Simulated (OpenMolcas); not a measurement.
**ROMP2/ANO-L-VDZP run of LiO (lithium monoxide)**

Aim: the energy of LiO (lithium monoxide). 

The results are computed with OpenMolcas 26.06.

3 further runs of the same task are left out: 3 set aside as unsound or not needed.

### Step 1. The molecule

The species is LiO (2 atoms), meant as a doublet with charge 0. As SMILES, `[Li][O]`. Geometry: relaxed at PBE0-D4/def2-TZVP.

Bond lengths: Li1–O2 1.681 Å.

### Step 2. The energy at ROMP2/ANO-L-VDZP

job.inp reads:

```
>>> EXPORT MOLCAS_PRINT=2

&gateway
  coord
  2
  bohr
  Li     0.00000000     0.00000000    -0.10854587
  O      0.00000000     0.00000000     3.06747903
  basis
  ANO-L-VDZP
  group
  NoSym

&seward

&scf
  uhf
  spin
  2
  prorbitals
  0

&rasscf
  fileorb
  $Project.UnaOrb
  spin
  2
  nactel
  1 0 0
  inactive
  5
  ras2
  1
  outorbitals
  Canonical
  orblisting
  Nothing

&caspt2
  ipea
  0.0
  frozen
  1
```

Started as:

```sh
$ export MOLCAS_MEM=1860
$ pymolcas job.inp > job.log
```

What values should one expect? Wanted: total energy.

**Answer.** As computed:

Level: ROMP2/ANO-L-VDZP, 1 core orbital frozen.

| quantity | value |
| --- | --- |
| total energy | -82.46600 Eh |
